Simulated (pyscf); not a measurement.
Optimised with ωB97X-D3(BJ)/def2-SVP in PySCF.

Estimate by transition-state theory the rate constant of NH₃ + H₂N–SiH•–F → H₂N–SiH(NH₂)–F + H• (doublet surface; H–N broken, N–Si formed) at 600 K, with ωB97M-D3(BJ)/def2-TZVP energies (ideal gas, 1 atm, RRHO with modes under 100 cm⁻¹ raised to 100, one conformer, R ln 2 for rigid chiral ones; no tunnelling).

The electronic barrier is 13.8 kcal/mol and the thermal terms add +19.9, so ΔG‡ = 33.6 kcal/mol. With k_BT/h = 1.25e+13 s⁻¹ and RT = 1.192 kcal/mol, and a volume of 8.18e-20 cm³ per molecule at 1 atm, k = 5.8e-19 cm³ molecule⁻¹ s⁻¹. Wigner's tunnelling factor for 1845i cm⁻¹ would be 1.82, likely too low at so high a frequency. A shift of 1 kcal/mol in the barrier changes k by a factor 2.3. On the reactant side the descent ends in a complex, 6.5 kcal/mol under the separated species and 22.4 kcal/mol under the saddle at ωB97X-D3(BJ)/def2-TZVP. At ωB97X-D3(BJ) the barrier from the zero used here is 15.9 kcal/mol. This is the saddle that the search found; another between the same sides may lie lower. The angle at the attacked N is 129°.
